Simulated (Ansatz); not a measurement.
SbH₄⁻, triplet: reading a ladder of total energies

Geometry: that of the SbH4⁻, singlet, kept fixed. The singlet lies 2.9 eV lower here.

```json
{"atom": "Sb", "x (Å)": "0.0231", "y (Å)": "0.0000", "z (Å)": "0.0000"}
{"atom": "H", "x (Å)": "-0.3293", "y (Å)": "0.0000", "z (Å)": "-1.9448"}
{"atom": "H", "x (Å)": "-1.0689", "y (Å)": "1.3246", "z (Å)": "0.0000"}
{"atom": "H", "x (Å)": "-1.0689", "y (Å)": "-1.3246", "z (Å)": "0.0000"}
{"atom": "H", "x (Å)": "-0.3293", "y (Å)": "0.0000", "z (Å)": "1.9448"}
```

Basis def2-SVPD with its core potentials; Ansatz 0.2.0. Only valence electrons are correlated (noble-gas cores and the filled d shells of p-block atoms frozen), which leaves 10 electrons in 55 orbitals. R marks a restricted (for open shells ROHF) determinant, U an unrestricted one. No spin–orbit coupling is included; scalar relativity enters through the core potentials alone. This anion state lies near or above the neutral species, so the extra electron is weakly bound or unbound and the energies hang on the diffuse functions.

Full CI isn't at hand for all of this; UCCSDT(Q) serves as the reference, and is uncertain by about the last step of the cluster series.

Unrestricted rows (U) aren't spin-pure: their determinants' ⟨S²⟩ exceeds S(S+1) by up to 0.11, so they mix in states of higher spin.

Runs differ by some tens of microhartree through their thresholds and, for an open shell, their frozen cores, so steps under 0.03 kcal/mol mean nothing.

```tsv
level	total energy (hartree)
UHF	-241.376785
UMP2	-241.519224
UCCSD	-241.554736
UCCSD(T)	-241.561527
UCCSDT	-241.562885
UCCSDT(Q)	-241.563267
```

Q: What is the correlation energy at UCCSDT(Q), and what share of it do UMP2 and UCCSD recover?

A: E(corr) = -241.563267 − (-241.376785) = -0.186482 hartree = -5.074 eV. UMP2: -0.142439 / -0.186482 = 76.38 %. UCCSD: -0.177951 / -0.186482 = 95.43 %.

Q: By how many kcal/mol does UCCSD(T) miss UCCSDT(Q) (1 hartree = 627.509 kcal/mol), and which steps make up the rest?

A: -241.561527 − (-241.563267) = 0.001740 hartree = 1.09 kcal/mol. Steps: UCCSDT − UCCSD(T) = -0.85, UCCSDT(Q) − UCCSDT = -0.24 kcal/mol. Differences between like states or geometries often cancel part of this.
